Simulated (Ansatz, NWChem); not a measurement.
# Heat of formation of C2F3N (cyanotrifluoromethane) from total energies

C2F3N has 6 atoms, charge 0, and is taken as a singlet. SMILES: `N#CC(F)(F)F`. Geometry: relaxed at PBE0-D4/def2-TZVP.

```xyz
6

N     1.0221   -1.7051    0.8935
C     0.4862   -0.8106    0.4178
C    -0.2064    0.3456   -0.1972
F    -1.3160   -0.0558   -0.8023
F     0.5815    0.9270   -1.0915
F    -0.5252    1.2348    0.7336
```

Total energies at CCSD/cc-pVDZ, 6 core orbitals frozen (NWChem 7.3.0); the atoms run unrestricted:

| species | state | energy (Eh) |
| --- | --- | --- |
| C2F3N | singlet | -429.472942 |
| N | quartet | -54.477874 |
| C | triplet | -37.759451 |
| F | doublet | -99.526690 |

Harmonic wavenumbers at PBE0-D4/def2-TZVP, in cm⁻¹: 197, 197, 472, 472, 526, 637, 637, 826, 1232, 1232, 1250, 2412.

Measured heats of formation of the gaseous atoms at 298.15 K, in kJ/mol: N 472.4, C 716.9, F 79.4. Spin-orbit lowering of the atoms at 298 K (mean of the ground term's levels less their thermal mean, from spectra), in kJ/mol: C 0.02, F 1.29. Take 1 Eh = 2625.50 kJ/mol, 1 cm⁻¹ = 0.0119627 kJ/mol, RT = 2.479 kJ/mol.

Problem. Work out the heat of formation of the gas at 298 K.

Solution. 
1. Electronic atomisation energy: (-54.477874) + 2 × (-37.759451) + 3 × (-99.526690) − (-429.472942) = 0.896096 Eh = 2352.7 kJ/mol.
2. Zero-point energy: half the sum of the wavenumbers, 5045 cm⁻¹ = 60.4 kJ/mol.
3. Thermal vibrational enthalpy, Σ hcν̃/(exp(hcν̃/kT) − 1): 5.8 kJ/mol. Translation, rotation and pV of a non-linear molecule: 4 RT = 9.9 kJ/mol.
4. The 6 free atoms carry 5/2 RT each: 37.2 kJ/mol.
5. Spin-orbit coupling lowers the free atoms by 2 × 0.02 + 3 × 1.29 = 3.9 kJ/mol.
6. Atomisation enthalpy at 298 K: 2352.7 − 3.9 − 60.4 − 5.8 − 9.9 + 37.2 = 2309.9 kJ/mol.
7. Sum of the atoms' heats of formation: 2144.4 kJ/mol. Heat of formation: 2144.4 − 2309.9 = -165.5 kJ/mol.

The tabulated value is -495.4 kJ/mol (NIST-JANAF tables), so this level is off by +329.9 kJ/mol, or 12.5 % of the atomisation enthalpy. Coupled cluster needs large bases for atomisation: in a finite one the molecule is underbound. A double-zeta basis underbinds. Anharmonicity and any spin-orbit splitting of the molecule are left out, and so is core correlation.
